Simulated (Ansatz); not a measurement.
A run on `F[BH][AlH2]` with other settings.

```yaml
crystal:
  periodic: [false, false, false]
  atoms:
    - {symbol: F, position_ang: [-0.478469, -2.079129, -0.109508]}
    - {symbol: B, position_ang: [-0.701468, -0.798004, -0.384108]}
    - {symbol: Al, position_ang: [0.643845, 0.736041, 0.326913]}
    - {symbol: H, position_ang: [-1.694497, -0.598876, -1.045531]}
    - {symbol: H, position_ang: [1.874388, 1.220452, -0.559820]}
    - {symbol: H, position_ang: [0.398301, 1.455515, 1.725856]}
basis:
  gaussian: {orbitals: 6-31G}
hamiltonian: {xc: {name: revPBE0}, dispersion: d3bj}
output: {forces: true}
```

```sh
$ ansatz run in.yaml --threads 2 --pin off --events-out ev --progress --plain --max-ram 4352MiB
```

It prints (some lines left out):

```
Functional definition: revPBE0
435 factors; integrals over basis functions are off by at most 2.3e-4 eV
mean field evaluation 1: about -10033.2785 eV, gradient 2.2e1 eV
mean field evaluation 2: about -10032.6696 eV, gradient 3.1e1 eV
mean field evaluation 4: about -10034.1553 eV, gradient 3.5e-1 eV
mean field evaluation 8: about -10034.1477 eV, gradient 2.0e-2 eV
mean field -10034.14775035 eV, -368.7481284357 hartree, gradient 1.8e-5 eV, S^2 0.000000; 0 other end points of the search recorded, 0 dependent functions left out
reference -10034.14778772 eV, -368.7481298090 hartree; 15, 15 occupied and 22, 22 virtual orbitals, 435 factors
Total energy: -10034.29823875 eV, -368.7536587824 hartree
Atom 0 at    -0.478469    -2.079129    -0.109508 Å, force     0.403043    -2.071898     0.472214 eV/Å
Atom 1 at    -0.701468    -0.798004    -0.384108 Å, force    -0.453042     1.979159    -0.496406 eV/Å
Atom 2 at     0.643845     0.736041     0.326913 Å, force    -0.241664    -0.253602    -0.130150 eV/Å
Atom 3 at    -1.694497    -0.598876    -1.045531 Å, force     0.070478     0.082493     0.037812 eV/Å
Atom 4 at     1.874388     1.220452    -0.559820 Å, force     0.257906     0.108215    -0.170304 eV/Å
Atom 5 at     0.398301     1.455515     1.725856 Å, force    -0.036721     0.155633     0.286834 eV/Å
Dipole moment:    -0.051224     0.119463    -0.045149 e Å
```

It took 0.6 s on 2 threads of an Arm Neoverse V1 on a shared host, with 0.3 GiB of host memory at the peak.
